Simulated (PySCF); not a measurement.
Molecule: SMILES N#CN, CH₂N₂.

Numbering as in the mapped SMILES `[N:1]#[C:2][NH2:3]` (H(Xn): hydrogen on atom n).

Geometry PBE0-D3(BJ)/def2-SVP throughout; GIAO in PySCF, gas phase, one conformer, non-relativistic; equivalent atoms averaged; functional PBE0.

Task: How do the absolute shieldings σ depend on the basis set? (ppm; last column core-seconds on shared hosts with different chips, so compare them loosely)

Result: 
| basis set | functions | N1 | N3 | C2 | H(N3) | core-s |
| --- | --- | --- | --- | --- | --- | --- |
| STO-3G | 17 | 99.3 | 282.4 | 147.8 | 30.34 | 0.78 |
| 6-31G | 31 | 42.6 | 245.0 | 94.2 | 30.72 | 1.6 |
| pcSseg-0 | 31 | 3.2 | 245.3 | 67.4 | 31.21 | 1.4 |
| 6-31G* | 46 | 48.2 | 243.9 | 94.5 | 30.25 | 1.9 |
| def2-SVP | 52 | 39.2 | 248.1 | 89.8 | 29.42 | 2 |
| cc-pVDZ | 52 | 45.3 | 249.0 | 92.4 | 29.42 | 2 |
| pcSseg-1 | 61 | 14.5 | 235.9 | 67.2 | 28.99 | 3.7 |
| aug-cc-pVDZ | 87 | 43.7 | 249.2 | 86.3 | 28.98 | 3.1 |
| 6-311+G(2d,p) | 93 | 24.8 | 239.0 | 71.2 | 29.29 | 3.1 |
| def2-TZVP | 105 | 22.9 | 240.8 | 71.2 | 29.27 | 3.7 |
| cc-pVTZ | 118 | 24.6 | 239.8 | 72.5 | 28.94 | 4.5 |
| IGLO-III | 125 | 16.9 | 237.2 | 66.6 | 28.96 | 4.4 |
| pcSseg-2 | 136 | 15.4 | 237.5 | 65.7 | 28.72 | 6 |
| pcSseg-3 | 282 | 14.8 | 236.7 | 65.1 | 28.59 | 19 |

Task: Which nucleus moves most, in ppm?

Result: N1 (nitrile nitrogen): from 3.2 ppm with pcSseg-0 to 99.3 ppm with STO-3G. The smallest spread is 2.62 ppm, at H(N3). Proton shifts span only some 12 ppm, so a few tenths of a ppm matter as much there as several ppm in carbon.

Task: Taking the largest basis, pcSseg-3 (282 functions), as the yardstick, rank the others by their worst heavy-atom deviation.

Result: pcSseg-2 0.8 ppm (136 functions), IGLO-III 2.1 ppm (125 functions), pcSseg-1 2.1 ppm (61 functions), def2-TZVP 8.1 ppm (105 functions), cc-pVTZ 9.8 ppm (118 functions), 6-311+G(2d,p) 10.0 ppm (93 functions), pcSseg-0 11.5 ppm (31 functions), def2-SVP 24.7 ppm (52 functions), aug-cc-pVDZ 29.0 ppm (87 functions), 6-31G 29.2 ppm (31 functions), cc-pVDZ 30.5 ppm (52 functions), 6-31G* 33.4 ppm (46 functions), STO-3G 84.5 ppm (17 functions).

A small basis that lands close on one nucleus may do so by chance; judge by the trend and by all nuclei.
